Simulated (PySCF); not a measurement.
Cyclopropenethione, C3H2S.
InChI=1S/C3H2S/c4-3-1-2-3/h1-2H

Computed, not measured: PySCF 2.14.0, density-fitted response routines, TDDFT wB97X-D/def2-SVPD, vertical, gas phase, core orbitals frozen in the response. Geometry: PBE0-D3(BJ)/def2-SVP; no solvent, vibrations or thermal averaging.

Broadening: Gaussians 0.25 eV wide at half height, area fixed by f = 4.319×10⁻⁹ ∫ε dν̃. The width is an assumption, not a result. The curve ends short of the highest state used, and states not computed would add to its high-energy end.

```tsv
E (eV)	ε (L mol⁻¹ cm⁻¹)
3.08	0
3.19	0
3.29	0
3.39	0
3.50	0
3.60	2
3.70	9
3.81	16
3.91	11
4.01	3
4.12	0
4.22	0
4.32	0
4.42	0
4.53	0
4.63	0
4.73	6
4.84	99
4.94	517
5.04	1111
5.15	926
5.25	309
5.35	45
5.46	138
5.56	1895
5.66	10847
5.77	26590
5.87	24405
5.97	12640
6.08	8905
6.18	5771
6.28	1709
6.39	194
6.49	140
6.59	226
6.70	148
```

(1) Where are the band maxima, and which computed states make them?

(2) Coming from long wavelengths, where does ε first pass 100 L mol⁻¹ cm⁻¹?

(3) Does any computed singlet lie in the visible range?

(4) On this curve, what absorbance would a 10⁻³ mol/L sample give at 248 nm over a 1 cm path?

Answers

(1) 325 nm (3.82 eV), ε about 16, made up of S2 (100%); 244 nm (5.08 eV), ε about 1200, made up of S3 (100%); 213 nm (5.81 eV), ε about 28000, made up of S4 (99%); 188 nm (6.60 eV), ε about 230, made up of S6 (100%) (ε in L mol⁻¹ cm⁻¹; maxima over ε = 5, shares over 10%). The states used: S1 3.46 eV (f 0.0000); S2 3.82 eV (f 0.0001); S3 5.08 eV (f 0.011); S4 5.81 eV (f 0.261); S5 6.09 eV (f 0.074); S6 6.60 eV (f 0.0021); S7 6.99 eV (f 0.0008); S8 7.07 eV (f 0.0000); S9 7.17 eV (f 0.024); S10 7.30 eV (f 0.0000).

(2) At about 256 nm (4.84 eV), 1.39 eV above S1.

(3) No computed singlet lies in the visible range (380 to 750 nm); the lowest, at 359 nm, stands 0.19 eV above its violet end (3.26 eV); a Tamm–Dancoff triplet lies at 391 nm, without intensity as long as spin–orbit coupling is left out.

(4) 248 nm is 4.999 eV, where ε is about 910 L mol⁻¹ cm⁻¹, so A = ε c l ≈ 0.91 (Beer–Lambert, with the gas-phase spectrum and the assumed width).

The vertical ionisation energy (ΔSCF) is 8.34 eV, 1.04 eV above S10.
